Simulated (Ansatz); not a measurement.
# B2H2 (singlet): wave-function methods side by side, cc-pVDZ

An exercise on one series of results from a longer session: the logs are not shown, and one member is left open.

Program: Ansatz 0.2.0, Gaussian basis. Level of theory: cc-pVDZ, core rule «outside noble gas», up to 2 orbitals frozen. These are calculated values, not measurements.

The runs, in order: UHF; CCSD(T) on RHF; CCSD(T) on UHF; BCCD(T) on RHF; CISD; CCSDT(Q) on RHF; CCSDT(Q) on UHF; CCSDTQ on RHF; CCSDTQ on UHF; CASSCF and MRCISD+Q, 8 electrons in 10 orbitals; CASSCF and NEVPT2, 8 electrons in 10 orbitals.

4 further runs of the same task are left out: 4 set aside as unsound or not needed.

## The geometry

The geometry is a PBE0/def2-TZVP stationary point (not a proven minimum).

4 atoms, charge 0, spin multiplicity 1.

Atoms are counted from 1 here; the program's logs count them from 0.

Bond lengths: B1–B2 1.762 Å, B1–H3 1.199 Å, B1–H4 1.199 Å. Angles: B2–B1–H3 121.3°, B2–B1–H4 121.3°, H3–B1–H4 117.3°.

Set-up of the first run:

in.yaml

```yaml
crystal:
  periodic: [false, false, false]
  atoms:
    - {symbol: B, position_ang: [0.000000, 0.000000, 0.752901]}
    - {symbol: B, position_ang: [0.000000, 0.000000, -1.009563]}
    - {symbol: H, position_ang: [0.000000, 1.023985, 1.376457]}
    - {symbol: H, position_ang: [0.000000, -1.023985, 1.376457]}
basis:
  gaussian: {orbitals: cc-pVDZ}
magnetization: {spin_polarized: true, initial_magnetization: 0}
hamiltonian: {xc: hf}
output: {orbitals: {seedname: orbitals}}
```

Launch:

```sh
$ ansatz run in.yaml --threads 1 --pin off --events-out ev --progress --plain --max-ram 2560MiB --backend cpu
```

Among the steps run: UHF; CCSD(T) on RHF; CCSD(T) on UHF; BCCD(T) on RHF; CISD; CCSDT(Q) on RHF; CCSDT(Q) on UHF; CCSDTQ on RHF; CCSDTQ on UHF; CASSCF and MRCISD+Q, 8 electrons in 10 orbitals; CASSCF and NEVPT2, 8 electrons in 10 orbitals.

One table of the session follows, with a row left open; its other results are not shown here.

| method | from RCCSDTQ (meV) |
| --- | --- |
| RHF | +4874.9 |
| RMP2 | +1316.5 |
| CISD | +496.7 |
| RCCSD | +145.4 |
| RCCSD(T) | ? |
| BCCD(T) | +36.9 |
| RCCSDT | +8.9 |
| RCCSDT(Q) | +2.2 |
| RCCSDTQ | 0 |
| CASSCF valence | +2325.4 |
| NEVPT2 valence | +752.6 |
| MRCISD valence | +123.0 |
| MRCISD+Q valence | +25.6 |

**Question.** Estimate the row for RCCSD(T).

As computed: from RCCSDTQ (meV): +37.4. In the column «from RCCSDTQ (meV)» it lies between BCCD(T) (+36.9) and MRCISD valence (+123.0).

Caveats from the session: Left out of the table: UHF, UMP2, UCCSD, UCCSD(T), UCCSDT, UCCSDT(Q), UCCSDTQ (another determinant or state than the rows shown).
